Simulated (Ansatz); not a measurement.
# BNH₂: energies and forces away from the minimum

How good are functionals off equilibrium? 4 randomly displaced structures are computed with CCSD(T) and cheaper methods.

Computed with Ansatz 0.2.0, Gaussian basis. Level: single points with forces in def2-TZVPP.

Levels: PBE-D4, r2SCAN-D4, PBE0-D4, wB97M-V, Hartree-Fock, MP2, CCSD, CCSD(T). Each coordinate is moved by a Gaussian draw of the width named (0.7 of it for atoms other than hydrogen): 0.04, 0.02, 0.12, 0.12 Å.

Correlated methods freeze the cores.

11 further runs of the same task are left out: 11 set aside as unsound or not needed.

## (1) The starting structure

The minimum, relaxed at PBE0-D4: SMILES `B=N`, 4 atoms, charge 0, spin multiplicity 1.

Atoms are counted from 1 here; the program's logs count them from 0.

Bond lengths: B1–N2 1.233 Å, B1–H3 1.172 Å, N2–H4 0.991 Å. Angles: N2–B1–H3 180.0°, B1–N2–H4 180.0°.

Geometry (Å):

```tsv
atom	x (Å)	y (Å)	z (Å)
B1	-0.3969	-0.4107	0.0115
N2	0.4593	0.4756	-0.0131
H3	-1.2108	-1.2531	0.0349
H4	1.1484	1.1882	-0.0334
```

Energies of the minimum (eV), from earlier single points: PBE-D4 -2196.62399, r2SCAN-D4 -2198.20017, PBE0-D4 -2196.76425, B3LYP-D4 -2199.92199, wB97M-V -2198.71362, CCSD(T) -2194.82491.

## (2) Structure 1, width 0.04 Å

File ccsdt-tzvpp/in.yaml:

```yaml
crystal:
  periodic: [false, false, false]
  atoms:
    - {symbol: B, position_ang: [-0.399152, -0.435321, -0.002650]}
    - {symbol: N, position_ang: [0.490341, 0.408307, -0.019933]}
    - {symbol: H, position_ang: [-1.225943, -1.298643, 0.054764]}
    - {symbol: H, position_ang: [1.183727, 1.122077, -0.055122]}
basis:
  gaussian: {orbitals: def2-TZVPP}
correlation: {method: ccsd_t}
output: {forces: true}
```

The command line of these runs was not kept.

The program printed, cut to the lines that bear on the results:

```text
Functional definition: HF
  name "HF"
  cite "Fock, Z. Phys. 61, 126 (1930) doi:10.1007/BF01340294"
  parent pbe
[...]
543 factors; integrals over basis functions are off by at most 9.2e-4 eV
[...]
mean field -2185.86243475 eV, -80.3289628462 hartree, gradient 2.6e-6 eV, S^2 0.000000; 0 other end points of the search recorded, 0 dependent functions left out
2 core orbitals not correlated: weight in the atoms' cores, before any rotation towards them, 1.000 or more for the frozen orbitals, at most 0.000 for the correlated occupied ones
reference -2185.86243475 eV, -80.3289628462 hartree; 5, 5 occupied and 83, 83 virtual orbitals, 543 factors
second order -8.24502083 eV of doubles, -0.00000000 eV of singles
cycle   1  -8.26096491 eV  change   -1.6e-2 eV  update   7.4e-2
[...]
cycle   9  -8.55629458 eV  change    5.1e-6 eV  update   3.5e-6
perturbative correction -0.38573556 eV, -0.0141755203 hartree
[...]
Total energy: -2194.80446489 eV, -80.6575763927 hartree
Atom 0 at    -0.399152    -0.435321    -0.002650 Å, force    -1.439443    -1.594488     0.148442 eV/Å
Atom 1 at     0.490341     0.408307    -0.019933 Å, force     1.147353     1.213537    -0.077463 eV/Å
Atom 2 at    -1.225943    -1.298643     0.054764 Å, force     0.428202     0.537896    -0.080156 eV/Å
Atom 3 at     1.183727     1.122077    -0.055122 Å, force    -0.136113    -0.156945     0.009178 eV/Å
Dipole moment:     0.016323     0.033889    -0.007560 e Å
```

Wall time 7.5 s (2 threads, shared host); peak memory 0.36 GiB.

The other levels were run on the same coordinates; their logs were not kept, and their results stand in the tables.

```tsv
method	RMS force component (eV/Å)	RMS error against CCSD(T) (eV/Å)	angle to CCSD(T) forces (°)	dipole (D)
PBE-D4	0.714	0.155	8.9	0.20
r2SCAN-D4	0.591	0.242	7.7	0.11
PBE0-D4	0.495	0.341	10.9	0.08
wB97M-V	0.539	0.319	14.0	0.08
CCSD(T)	0.814	reference	reference	0.18
```

## (3) Structure 2, width 0.02 Å

File ccsdt-tzvpp/in.yaml:

```yaml
crystal:
  periodic: [false, false, false]
  atoms:
    - {symbol: B, position_ang: [-0.405494, -0.408731, -0.002268]}
    - {symbol: N, position_ang: [0.468086, 0.473445, 0.004692]}
    - {symbol: H, position_ang: [-1.215868, -1.272813, 0.068852]}
    - {symbol: H, position_ang: [1.166652, 1.187272, -0.025210]}
basis:
  gaussian: {orbitals: def2-TZVPP}
correlation: {method: ccsd_t}
output: {forces: true}
```

The program printed, cut to the lines that bear on the results:

```text
[... 4 set-up lines as earlier in the session ...]
[...]
543 factors; integrals over basis functions are off by at most 9.2e-4 eV
[...]
mean field -2185.84372429 eV, -80.3282752495 hartree, gradient 2.3e-6 eV, S^2 0.000000; 0 other end points of the search recorded, 0 dependent functions left out
2 core orbitals not correlated: weight in the atoms' cores, before any rotation towards them, 1.000 or more for the frozen orbitals, at most 0.000 for the correlated occupied ones
reference -2185.84372429 eV, -80.3282752495 hartree; 5, 5 occupied and 83, 83 virtual orbitals, 543 factors
second order -8.28142249 eV of doubles, -0.00000000 eV of singles
cycle   1  -8.27916699 eV  change    2.3e-3 eV  update   7.6e-2
[...]
cycle   9  -8.58260018 eV  change    5.7e-6 eV  update   3.9e-6
perturbative correction -0.39340411 eV, -0.0144573342 hartree
[...]
Total energy: -2194.81972857 eV, -80.6581373228 hartree
Atom 0 at    -0.405494    -0.408731    -0.002268 Å, force    -0.313729    -0.439490     0.201066 eV/Å
Atom 1 at     0.468086     0.473445     0.004692 Å, force     0.308278     0.348042    -0.087801 eV/Å
Atom 2 at    -1.215868    -1.272813     0.068852 Å, force     0.268971     0.347887    -0.118400 eV/Å
Atom 3 at     1.166652     1.187272    -0.025210 Å, force    -0.263520    -0.256439     0.005135 eV/Å
Dipole moment:     0.017943     0.021178    -0.011640 e Å
```

Wall time 7 s (2 threads, shared host); peak memory 0.36 GiB.

```tsv
method	RMS force component (eV/Å)	RMS error against CCSD(T) (eV/Å)	angle to CCSD(T) forces (°)	dipole (D)
PBE-D4	0.162	0.151	28.0	0.16
r2SCAN-D4	0.196	0.239	58.4	0.07
PBE0-D4	0.231	0.342	84.7	0.06
wB97M-V	0.247	0.320	75.6	0.07
CCSD(T)	0.274	reference	reference	0.14
```

## (4) Structure 3, width 0.12 Å

File ccsdt-tzvpp/in.yaml:

```yaml
crystal:
  periodic: [false, false, false]
  atoms:
    - {symbol: B, position_ang: [-0.623647, -0.420135, -0.107264]}
    - {symbol: N, position_ang: [0.361939, 0.492161, 0.139600]}
    - {symbol: H, position_ang: [-1.296653, -1.465914, 0.091083]}
    - {symbol: H, position_ang: [1.107199, 1.060563, -0.245591]}
basis:
  gaussian: {orbitals: def2-TZVPP}
correlation: {method: ccsd_t}
output: {forces: true}
```

The program printed, cut to the lines that bear on the results:

```text
[... 4 set-up lines as earlier in the session ...]
[...]
542 factors; integrals over basis functions are off by at most 1.1e-3 eV
[...]
mean field -2184.84129500 eV, -80.2914366525 hartree, gradient 5.9e-6 eV, S^2 0.000000; 0 other end points of the search recorded, 0 dependent functions left out
2 core orbitals not correlated: weight in the atoms' cores, before any rotation towards them, 1.000 or more for the frozen orbitals, at most 0.000 for the correlated occupied ones
reference -2184.84129500 eV, -80.2914366525 hartree; 5, 5 occupied and 83, 83 virtual orbitals, 542 factors
second order -8.59697645 eV of doubles, -0.00000000 eV of singles
cycle   1  -8.42910858 eV  change    1.7e-1 eV  update   1.0e-1
[...]
cycle  12  -8.83335623 eV  change    1.2e-6 eV  update   1.8e-6
perturbative correction -0.47399489 eV, -0.0174189910 hartree
[...]
Total energy: -2194.14864612 eV, -80.6334754977 hartree
Atom 0 at    -0.623647    -0.420135    -0.107264 Å, force     3.846125     2.136880     1.786266 eV/Å
Atom 1 at     0.361939     0.492161     0.139600 Å, force    -3.957639    -3.638334    -1.503477 eV/Å
Atom 2 at    -1.296653    -1.465914     0.091083 Å, force     0.683512     1.741036    -0.502929 eV/Å
Atom 3 at     1.107199     1.060563    -0.245591 Å, force    -0.571998    -0.239582     0.220140 eV/Å
Dipole moment:    -0.028285    -0.075191    -0.172793 e Å
```

Run time: 7 s. Hardware: 2 threads, shared host; peak memory 0.36 GiB.

```tsv
method	RMS force component (eV/Å)	RMS error against CCSD(T) (eV/Å)	angle to CCSD(T) forces (°)	dipole (D)
PBE-D4	2.263	0.163	3.8	0.91
r2SCAN-D4	2.414	0.232	2.0	1.01
PBE0-D4	2.540	0.361	2.8	1.10
wB97M-V	2.575	0.387	1.8	1.15
CCSD(T)	2.196	reference	reference	0.92
```

## (5) Structure 4, width 0.12 Å

File ccsdt-tzvpp/in.yaml:

```yaml
crystal:
  periodic: [false, false, false]
  atoms:
    - {symbol: B, position_ang: [-0.364908, -0.393384, -0.040913]}
    - {symbol: N, position_ang: [0.641870, 0.429619, -0.044890]}
    - {symbol: H, position_ang: [-1.190235, -1.277516, -0.125475]}
    - {symbol: H, position_ang: [1.145780, 1.124304, 0.023186]}
basis:
  gaussian: {orbitals: def2-TZVPP}
correlation: {method: ccsd_t}
output: {forces: true}
```

The program printed, cut to the lines that bear on the results:

```text
[... 4 set-up lines as earlier in the session ...]
[...]
539 factors; integrals over basis functions are off by at most 1.1e-3 eV
[...]
mean field -2185.04026203 eV, -80.2987485560 hartree, gradient 1.9e-6 eV, S^2 0.000000; 0 other end points of the search recorded, 0 dependent functions left out
2 core orbitals not correlated: weight in the atoms' cores, before any rotation towards them, 1.000 or more for the frozen orbitals, at most 0.000 for the correlated occupied ones
reference -2185.04026203 eV, -80.2987485560 hartree; 5, 5 occupied and 83, 83 virtual orbitals, 539 factors
second order -8.32589820 eV of doubles, -0.00000000 eV of singles
cycle   1  -8.28468094 eV  change    4.1e-2 eV  update   8.5e-2
[...]
cycle  10  -8.60918603 eV  change    7.0e-6 eV  update   4.2e-6
perturbative correction -0.41155165 eV, -0.0151242440 hartree
[...]
Total energy: -2194.06099970 eV, -80.6302545511 hartree
Atom 0 at    -0.364908    -0.393384    -0.040913 Å, force     2.553104     1.595032    -0.236786 eV/Å
Atom 1 at     0.641870     0.429619    -0.044890 Å, force    -9.418616   -10.816899    -0.723929 eV/Å
Atom 2 at    -1.190235    -1.277516    -0.125475 Å, force     0.638334     0.815986     0.145492 eV/Å
Atom 3 at     1.145780     1.124304     0.023186 Å, force     6.227178     8.405881     0.815224 eV/Å
Dipole moment:    -0.098580     0.007790     0.022375 e Å
```

Wall time 7 s (2 threads, shared host); peak memory 0.36 GiB.

```tsv
method	RMS force component (eV/Å)	RMS error against CCSD(T) (eV/Å)	angle to CCSD(T) forces (°)	dipole (D)
PBE-D4	5.327	0.130	0.7	0.48
r2SCAN-D4	5.350	0.218	1.9	0.58
PBE0-D4	5.448	0.346	2.8	0.65
wB97M-V	5.425	0.321	2.6	0.67
CCSD(T)	5.217	reference	reference	0.49
```

## (6) All structures together

Energy above the minimum (kcal/mol):

```tsv
structure	width (Å)	PBE-D4	r2SCAN-D4	PBE0-D4	wB97M-V	Hartree-Fock	MP2	CCSD	CCSD(T)
1	0.04	0.3	0.4	0.3	0.4	0.3	0.6	0.4	0.5
2	0.02	0.0	0.3	0.3	0.4	0.8	0.1	0.3	0.1
3	0.12	14.9	17.2	18.4	19.1	23.9	16.0	17.6	15.6
4	0.12	18.4	18.4	18.9	19.0	19.3	17.6	18.2	17.6
```

What each level costs and misses (shared host):

```tsv
method	mean energy error from CCSD(T) (kcal/mol)	mean time a point
PBE-D4	0.4	0.77 s
r2SCAN-D4	0.7	1.5 s
PBE0-D4	1.1	0.87 s
wB97M-V	1.3	2.4 s
Hartree-Fock	2.7	part of the CCSD(T) run
MP2	0.1	part of the CCSD(T) run
CCSD	0.7	part of the CCSD(T) run
CCSD(T)	0	7.2 s
```

For cost: PBE-D4 comes within 0.4 kcal/mol at 0.77 s a point, where CCSD(T) needs 7.2 s.

## (7) Summary of results

| quantity | value |
| --- | --- |
| energy above the minimum, CCSD(T) | 0.5, 0.1, 15.6, 17.6 kcal/mol |
| mean energy error | PBE-D4 0.4, r2SCAN-D4 0.7, PBE0-D4 1.1, wB97M-V 1.3, Hartree-Fock 2.7, MP2 0.1, CCSD 0.7 kcal/mol |
| mean RMS force error | PBE-D4 0.150, r2SCAN-D4 0.233, PBE0-D4 0.348, wB97M-V 0.337 eV/Å |
| largest T1 diagnostic | 0.024 |

In words: MP2 gives the best energies and Hartree-Fock the worst. For forces PBE-D4 is best, off by 7 % of the typical force, and PBE0-D4 worst (16 %); with few structures and a triple-zeta reference, gaps of a few points rank nothing.
